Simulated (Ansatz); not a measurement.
BClH3N, SMILES NBCl: vertical spin-state energies, run with Ansatz 0.2.0, Python API.

Script `spin_bclh3n.py`:
```python
# -*- coding: utf-8 -*-
'''Vertical spin-state energies of BClH3N.'''

import ansatz as az
from ase import Atoms


def main():
    atoms = Atoms(['N', 'B', 'Cl', 'H', 'H', 'H'], positions=[
        (-0.7061, -0.0559, -0.5348),
        (0.3324, -0.1389, 0.5053),
        (0.4766, 1.156, 1.7972),
        (-0.5807, -0.8133, -1.1986),
        (-0.5421, 0.8412, -1.1196),
        (1.0621, -1.0531, 0.5044),
    ])
    system = az.Crystal.molecule_from_ase(atoms)

    calc = (
        system.calculation()
        .basis(gaussian='def2-SVP')
        .correlation('ccsd_t')
    )
    found = {}
    for unpaired in [0, 2]:
        summary = calc.spin('collinear', total=unpaired).run(threads=1).report
        s = unpaired / 2
        found[unpaired] = summary['free_energy_ev']
        print(f'2S+1 = {unpaired + 1}: E = {found[unpaired]:.5f} eV, <S^2> = {abs(summary["mean_field"]["state"]["spin_squared"]):.3f} (pure state {s * (s + 1):.2f})')
    lowest = min(found, key=found.get)
    for unpaired, e in found.items():
        print(f'multiplicity {unpaired + 1}: {23.060548 * (e - found[lowest]):.1f} kcal/mol above the lowest')


if __name__ == '__main__':
    main()
```

Which spin state is lowest at this geometry, and how far above lie the others?

In order: multiplicity 1 (+0.00 eV) and multiplicity 3 (+5.71 eV), all at the one geometry.

The run itself:

```console
$ python spin_bclh3n.py
2S+1 = 1: E = -14712.49338 eV, <S^2> = 0.000 (pure state 0.00)
2S+1 = 3: E = -14706.78551 eV, <S^2> = 2.016 (pure state 2.00)
multiplicity 1: 0.0 kcal/mol above the lowest
multiplicity 3: 131.6 kcal/mol above the lowest
```

The settings weren't tested for convergence. The geometry is a force-field or estimated start, not a minimum of this method, and the basis set is short of its limit. All parts are taken at fixed geometry, without zero-point energy. S² is that of the Hartree-Fock reference. Run time: 16 s on 1 thread of AMD EPYC 9R45 96-Core Processor (Zen 5), with other jobs on the host, peak memory 0.32 GiB.

(A comment or docstring line of the script was reworded after the run, the code is as it ran; lines on the test bed's own set-up are left out of the output.)
